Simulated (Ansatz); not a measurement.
Potential energy curve for Li2, singlet.

Levels: RCCSD(T) = CCSD(T) on RHF/def2-TZVP, frozen core in Ansatz (an electronic-structure program); RKS-PBE = restricted PBE/def2-TZVP in Ansatz; RKS-B3LYP = restricted B3LYP/def2-TZVP run with Ansatz; UCCSD(T) = CCSD(T) on UHF/def2-TZVP, frozen core in Ansatz; UKS-PBE = unrestricted PBE/def2-TZVP run with Ansatz; UKS-B3LYP = unrestricted B3LYP/def2-TZVP in Ansatz; FCI = Ansatz with full CI/def2-TZVP, frozen core.

Cost and accuracy over the 21 points of the scan, with FCI as yardstick. Costs are rough ratios of core time within Ansatz on shared cores, each with its mean field (Kohn-Sham runs search longer for lower solutions than correlated ones do); the miss is the largest error against full CI of the curve after the mean shift, in kJ/mol.

Problem. Which of them comes closest to FCI within 3 times the cost of the cheapest?

Solution. RCCSD(T), 0.0 kJ/mol off at most.

```
level      relative cost  largest error
---------  -------------  -------------
RCCSD(T)               1            0.0
RKS-PBE                2           41.0
RKS-B3LYP              2           50.9
UCCSD(T)               2            0.2
UKS-PBE                4            1.3
UKS-B3LYP              4            5.5
```

Costs within a factor of two of each other count as equal.

With two correlated electrons CCSD is exact in the basis where it finds the lowest root (RCCSD(T), UCCSD(T)). The restricted form behind RKS-PBE, RKS-B3LYP keeps the bonding electrons paired and can't separate into open-shell fragments. The unrestricted determinant behind UCCSD(T) is spin-contaminated at 2.08 to 8.18 Å (<S²> up to 1.0, against 0.00 for a pure singlet). The unrestricted determinant behind UKS-PBE is spin-contaminated at 3.43 to 8.18 Å (<S²> up to 1.0, against 0.00 for a pure singlet). The unrestricted determinant behind UKS-B3LYP is spin-contaminated at 4.11 to 8.18 Å (<S²> up to 1.0, against 0.00 for a pure singlet).
